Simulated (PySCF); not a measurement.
# C6H5F: the cost of one run

The runs use PySCF 2.14.0, with density-fitted response routines of our own; the level of theory stands in each step. All values are computed, except where a source is named. Atoms count from 0, in the outputs and in this text.

### Step 1. Starting geometry

12 atoms, charge 0, multiplicity 1; geometry from: GFN2-xTB. The atoms were then displaced at random by about 0.01 Å, so the start is not that level's minimum.

Bonds of the start (Å): F0–C1 1.34, C1–C2 1.37, C2–C3 1.43, C3–C4 1.38, C4–C5 1.39, C5–C6 1.38, C6–C1 1.38, C2–H7 1.07, C3–H8 1.05, C4–H9 1.08, C5–H10 1.07, C6–H11 1.08.

### Step 2. Optimising the geometry at PBE0-D3(BJ)/def2-TZVP

What the job is given:

```
{"job": {"xc": "PBE0", "basis": "def2-TZVP", "d3": "d3bj", "grid": 2, "shake": 0.01, "kind": "geom"}, "charge": 0, "multiplicity": 1}
F     -2.234800    -1.490780     0.015870
C     -1.128240    -0.734010     0.002330
C      0.077390    -1.381860    -0.027700
C      1.286230    -0.615360    -0.029780
C      1.175360     0.758700    -0.020040
C     -0.058810     1.400780     0.011750
C     -1.210980     0.647700     0.021040
H      0.146350    -2.452070    -0.035530
H      2.212750    -1.102460    -0.025460
H      2.080770     1.350860    -0.003780
H     -0.120170     2.471070     0.035950
H     -2.186140     1.119160     0.046310
```

Started as:

```console
> OMP_NUM_THREADS=2 python probes_run.py task.json out
```

One launch serves the whole session: the jobs run in the order shown.

**Question.** How long does this first job take on 2 threads of Intel Xeon 6975P-C, shared host, and how much memory does it need?

About 99 s, with a peak of 1.3 GiB.
